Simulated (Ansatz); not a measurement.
The input, for Ansatz 0.2.0:

```yaml
crystal:
  periodic: [false, false, false]
  atoms:
    - {symbol: B, position_ang: [0.000000, 0.000000, 1.135392]}
    - {symbol: B, position_ang: [0.000000, 0.000000, -1.135392]}
    - {symbol: H, position_ang: [0.000000, 0.000000, 2.886060]}
    - {symbol: H, position_ang: [0.000000, 0.000000, -2.886060]}
basis:
  gaussian: {orbitals: 6-31G, point_charges: [{charge: -1.00, position_ang: [4.508, 0.287, -0.832]}]}
correlation: {method: sc_nevpt2, electrons: valence, active_space: {window: {electrons: 0, orbitals: 1}}}
scf: {omitted_lower_state_checks: [cluster_reference]}
```

```sh
$ ansatz run in.yaml --threads 1 --pin off --events-out ev --progress --plain --max-ram 2393MiB
```

**Question.** What does the program do with this input?

**Answer.** Converged. The settings were drawn as a stress test.
```
these checks for a lower state are left out or cut short: cluster_reference
316 factors; integrals over basis functions are off by at most 2.8e-4 eV
mean field evaluation 1: about -1360.4388 eV, gradient 1.6e1 eV
mean field evaluation 2: about -1360.4400 eV, gradient 1.6e1 eV
mean field evaluation 4: about -1362.2994 eV, gradient 8.7e-1 eV
mean field evaluation 8: about -1362.3043 eV, gradient 1.1e-3 eV
mean field evaluation 16: about -1362.1462 eV, gradient 2.4e0 eV
mean field evaluation 32: about -1361.3409 eV, gradient 1.0e0 eV
mean field -1362.30431386 eV, -50.0637601312 hartree, gradient 4.1e-6 eV, S^2 0.000000; 8 other end points of the search recorded, 0 dependent functions left out; unrestricted orbitals would lower it
reference -1362.30431386 eV, -50.0637601312 hartree; 6, 6 occupied and 16, 16 virtual orbitals, 316 factors
state -1362.30431386 eV, -50.0637601312 hartree
state -1362.30431386 eV, -50.0637601312 hartree; corrected -1364.95934485 eV, -50.1613307207 hartree
WARN: a failure stopped the search among other active orbitals (see `irrep_search_failure`), so a lower minimum may lie there
WARN: 1 active orbitals are nearly empty or full. The corrections depend on them more than the energy does, and are more stable in an active space without them
Total energy: -1364.95934485 eV, -50.1613307207 hartree
Checks for a lower state left out: cluster_reference
```
